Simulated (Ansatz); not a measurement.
Molecule: C₂H₇S, charge 1, multiplicity 1. It need not be the lowest isomer of its formula. SMILES: C(C)[SH2+]
Coordinates optimised at B3LYP-D3(BJ)/def2-TZVP (Ansatz, a first-principles code):
```
C
H 1 1.0873
H 1 1.0902 2 109.90
C 1 1.5180 2 113.84 3 127.67
H 4 1.0898 1 112.12 2 178.03
H 4 1.0900 5 109.41 1 124.94
H 4 1.0909 5 107.81 6 116.86
S 1 1.8575 2 107.20 3 -111.23
H 8 1.3523 1 99.55 2 -53.26
H 8 1.3529 9 94.06 1 -101.54
```
Charge +1, spin multiplicity 1.

Parts of the frozen-core correlation energy in STO-3G (Ansatz, hartree). Frozen orbitals: 7; correlated occupied orbitals by spin: 10 and 10; virtual: 9 and 9. No spin-orbit coupling. Non-relativistic.

| term | value |
|---|---|
| reference (HF) | -471.85858 |
| MP2 opposite-spin | [?] |
| MP2 same-spin | -0.01217 |
| CCSD correlation | [?] |
| (T) | [?] |
| T1 diagnostic | 0.006 |
| largest doubles amplitude | 0.046 |

Problem. Complete the blanks.

Solution. 
- MP2 opposite-spin, value: -0.12980
- CCSD correlation, value: -0.19279
- (T), value: -0.00110
